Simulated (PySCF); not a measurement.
Cartesian coordinates in Å; atom numbers follow the order of the lines, from 1:
```xyz
10

Cl    2.070    0.784    1.078
C     1.208   -0.176   -0.156
C    -0.172    0.370   -0.375
C    -1.312   -0.145    0.379
O    -1.085   -0.529   -0.961
H     1.156   -1.218    0.187
H     1.802   -0.138   -1.079
H    -0.212    1.400   -0.755
H    -2.183    0.500    0.550
H    -1.147   -0.923    1.136
```

Geometry: PBE0-D3(BJ)/def2-SVP; GIAO absolute shieldings from PySCF, gas phase, non-relativistic, averaged over equivalent atoms.

At PBE0/pcSseg-1 (117 basis functions, 8.9 s wall time on 1 thread of an Arm Neoverse V2, shared host):
```csv
atoms,σ (ppm)
Cl1,889.8
C2,133.4
C3,134.9
C4,137.5
O5,304.8
H7,27.37
H8,28.56
H9,28.62
H6,28.71
H10,28.97
```

Task: Estimate the result of repeating the calculation with CAM-B3LYP/pcSseg-2.

Result: 
```
atoms  σ at CAM-B3LYP/pcSseg-2  change
  Cl1                    873.1   -16.7
   C2                    130.5    -2.9
   C3                    129.6    -5.3
   C4                    133.5    -4.0
   O5                    308.9    +4.1
   H7                    27.41   +0.04
   H8                    28.44   -0.12
   H9                    28.61   -0.01
   H6                    28.69   -0.02
  H10                    28.96   -0.01
```

The largest change is at Cl1 (chlorine bonded to C). Cost: 257 basis functions, 29 s wall time on 1 thread of an Arm Neoverse V2, shared host. The order of the carbon signals changes between the two levels.

Carbons that carry Cl, above all several Cl atoms, come out too deshielded, partly because spin–orbit coupling is missing.
